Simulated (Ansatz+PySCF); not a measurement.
**doublet N2H4(+): levels of theory in one basis**

```yaml
atoms:
  - { symbol: N, position_ang: [-0.0387, -0.0047, 0.6538] }
  - { symbol: N, position_ang: [0.0232, -0.0029, -0.6466] }
  - { symbol: H, position_ang: [0.0175, -0.8823, 1.1490] }
  - { symbol: H, position_ang: [0.0167, 0.8761, 1.1562] }
  - { symbol: H, position_ang: [-0.0077, -0.8855, -1.1442] }
  - { symbol: H, position_ang: [-0.0130, 0.8856, -1.1603] }
```

Basis set: cc-pVTZ (spherical functions). Correlated methods keep 2 orbitals frozen. Correlation on ROHF uses semicanonical orbitals with singles. Charge 1, multiplicity 2.

Computed with Ansatz (development build ahead of 0.2.0) and PySCF 2.14.0; each method stands on the lowest determinant of its kind that the runs found.

```csv
method,E − E(ROHF) (eV),<S²> of the determinant
ROHF,0.00,0.75
UHF,-0.24,0.77
ROHF-MP2,-11.29,–
UHF-MP2,-11.17,0.77
```

Caution for ROHF-MP2, UHF-MP2: MP2 on this radical cation hangs on the determinant chosen.
